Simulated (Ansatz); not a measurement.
Which is lower?

Two relaxed structures of CH5AlB, doublet (PBE0-D4/def2-TZVP; forces vanish, vibrations not checked).

A:

```xyz
8
angstrom
C 0.3623 -0.8189 0.1409
B -0.1386 -0.4266 -1.1574
Al -0.5052 1.1188 0.3943
H 0.1632 -0.2901 -2.2957
H 0.2066 2.4906 0.0443
H -1.6792 0.9736 1.4447
H 1.4052 -1.1054 0.2879
H -0.2846 -1.1198 0.9683
```

B:

C1  (-0.754, 1.348, -0.433)
B2  (0.139, 0.459, 0.497)
Al3  (0.649, -1.526, 0.273)
H4  (-1.346, 0.827, -1.187)
H5  (-0.128, 2.089, -0.947)
H6  (-1.436, 1.939, 0.191)
H7  (0.788, 1.008, 1.354)
H8  (0.320, -2.993, 0.809)
(Å)

Ansatz 0.2.0; basis: def2-TZVPP; cores frozen in the correlated methods; orbitals are unrestricted. B3LYP uses VWN-RPA correlation.

Question: Which structure is lower at CCSD(T), and by how much? (An estimate is asked for; the value comes from the calculation.)

Answer: By the calculation: B, by 0.176 eV (electronic energy, against the other). By their contacts, A is CH₅AlB ([BH]1[CH2][AlH2]1) and B is CH₅AlB ([CH3][BH][AlH]).

All methods give the same order:

| method | E(B) − E(A) (eV) |
| --- | --- |
| PBE-D4 | -0.273 |
| r2SCAN-D4 | -0.137 |
| PBE0-D4 | -0.256 |
| B3LYP-D4 | -0.249 |
| wB97M-V | -0.145 |
| HF | -0.303 |
| MP2 | -0.064 |
| CCSD | -0.208 |
| CCSD(T) | -0.176 |

T1 diagnostic: at most 0.029. ⟨S²⟩ of the unrestricted Hartree–Fock references: 0.76 to 0.80 (a pure state has 0.75). The unrestricted reference is spin-contaminated, which hurts MP2 most.

Labels in which every atom is bracketed show which atoms are joined, not bond orders.

For scale, one of the runs: CCSD(T)/def2-TZVPP, 174 basis functions, launched by `ansatz run in.yaml --threads 2 --pin off --events-out ev --progress --plain --max-ram 4352MiB`. The run took 62 s on 2 CPU threads of an Intel Xeon Platinum 8259CL (shared host), with 3.6 GiB of host memory at its peak.
